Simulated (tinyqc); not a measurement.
Worked calculation: MP2 on RHF in the sto-3g basis, frozen core, for LiH, spin multiplicity 1. One step of it, computed by the program tinyqc.

Problem. Integrals over molecular orbitals. (pq|rs) = sum C_ip C_jq C_kr C_ls (ij|kl), one index at a time.

coefficients C:
```
               MO1        MO2        MO3       MO4        MO5        MO6
1Li 1s    0.991383  -0.155819  -0.212615  0.000000   0.000000   0.110809
1Li 2s    0.033384   0.474503   0.798045  0.000000   0.000000  -0.616615
1Li 2px   0.000000   0.000000   0.000000  0.774977  -0.631990   0.000000
1Li 2py   0.000000   0.000000   0.000000  0.631990   0.774977   0.000000
1Li 2pz  -0.005087   0.337755  -0.606063  0.000000   0.000000  -0.915912
2H 1s     0.000587   0.566130  -0.161772  0.000000   0.000000   1.071037
```

core Hamiltonian H = T + V (hartree), lower triangle:
```
            1Li 1s     1Li 2s    1Li 2px    1Li 2py    1Li 2pz      2H 1s
1Li 1s   -4.694947
1Li 2s   -1.054233  -1.371103
1Li 2px   0.000000   0.000000  -1.115207
1Li 2py   0.000000   0.000000   0.000000  -1.115207
1Li 2pz  -0.012285  -0.108785   0.000000   0.000000  -1.201505
2H 1s    -0.181199  -0.558996   0.000000   0.000000  -0.718683  -1.332374
```

Two-electron integrals (ij|kl) in chemists' order, unique and non-zero (hartree):
```
(11|11) 1.680395   (21|11) 0.265420   (21|21) 0.049941   (22|11) 0.397727
(22|21) 0.092860   (22|22) 0.290562   (31|31) 0.008981   (32|31) 0.013788
(32|32) 0.064184   (33|11) 0.396640   (33|21) 0.092880   (33|22) 0.290497
(33|33) 0.312946   (41|41) 0.008981   (42|41) 0.013788   (42|42) 0.064184
(43|43) 0.016869   (44|11) 0.396640   (44|21) 0.092880   (44|22) 0.290497
(44|33) 0.279207   (44|44) 0.312946   (51|51) 0.008981   (52|51) 0.013788
(52|52) 0.064184   (53|53) 0.016869   (54|54) 0.016869   (55|11) 0.396640
(55|21) 0.092880   (55|22) 0.290497   (55|33) 0.279207   (55|44) 0.279207
(55|55) 0.312946   (61|11) 0.042809   (61|21) 0.008107   (61|22) 0.015398
(61|33) 0.015218   (61|44) 0.015218   (61|51) 0.000979   (61|52) 0.001909
(61|55) 0.015762   (61|61) 0.001443   (62|11) 0.117208   (62|21) 0.027775
(62|22) 0.094036   (62|33) 0.088943   (62|44) 0.088943   (62|51) 0.004450
(62|52) 0.028658   (62|55) 0.104131   (62|61) 0.005413   (62|62) 0.053203
(63|31) 0.002039   (63|32) 0.009953   (63|53) 0.004228   (63|63) 0.003461
(64|41) 0.002039   (64|42) 0.009953   (64|54) 0.004228   (64|64) 0.003461
(65|11) 0.150306   (65|21) 0.035943   (65|22) 0.125923   (65|33) 0.117301
(65|44) 0.117301   (65|51) 0.006873   (65|52) 0.043996   (65|55) 0.143032
(65|61) 0.007237   (65|62) 0.077495   (65|65) 0.114113   (66|11) 0.288462
(66|21) 0.069427   (66|22) 0.259448   (66|33) 0.236709   (66|44) 0.236709
(66|51) 0.011984   (66|52) 0.097338   (66|55) 0.304750   (66|61) 0.013959
(66|62) 0.186478   (66|65) 0.281142   (66|66) 0.774606
```

Give: one-electron integrals over orbitals h = C^T H C; Two-electron integrals over orbitals.

Solution.

one-electron integrals over orbitals h = C^T H C (hartree), lower triangle:
```
         1        2        3        4        5        6
1  -4.6858
2   0.0992  -1.4077
3   0.1644   0.0258  -1.1109
4   0.0000   0.0000   0.0000  -1.1152
5   0.0000   0.0000   0.0000   0.0000  -1.1152
6  -0.0472  -0.0004   0.0260   0.0000   0.0000  -0.9863
```

Two-electron integrals over orbitals (pq|rs), unique and non-zero (hartree); the lowest 1 orbital is frozen and left out:
```
(22|22) 0.4715    (32|22) -0.0528   (32|32) 0.0159    (33|22) 0.2179
(33|32) 0.0105    (33|33) 0.3348    (42|42) 0.0223    (43|42) 0.0196
(43|43) 0.0413    (44|22) 0.2590    (44|32) 0.0086    (44|33) 0.2813
(44|44) 0.3129    (52|52) 0.0223    (53|52) 0.0196    (53|53) 0.0413
(54|54) 0.0169    (55|22) 0.2590    (55|32) 0.0086    (55|33) 0.2813
(55|44) 0.2792    (55|55) 0.3129    (62|22) 0.1167    (62|32) -0.0380
(62|33) -0.0169   (62|44) -0.0267   (62|55) -0.0267   (62|62) 0.1268
(63|22) -0.0532   (63|32) 0.0122    (63|33) 0.0361    (63|44) 0.0045
(63|55) 0.0045    (63|62) -0.0345   (63|63) 0.0276    (64|42) -0.0193
(64|43) -0.0131   (64|64) 0.0198    (65|52) -0.0193   (65|53) -0.0131
(65|65) 0.0198    (66|22) 0.4426    (66|32) -0.0460   (66|33) 0.2399
(66|44) 0.2644    (66|55) 0.2644    (66|62) 0.1187    (66|63) -0.0452
(66|66) 0.4420
```
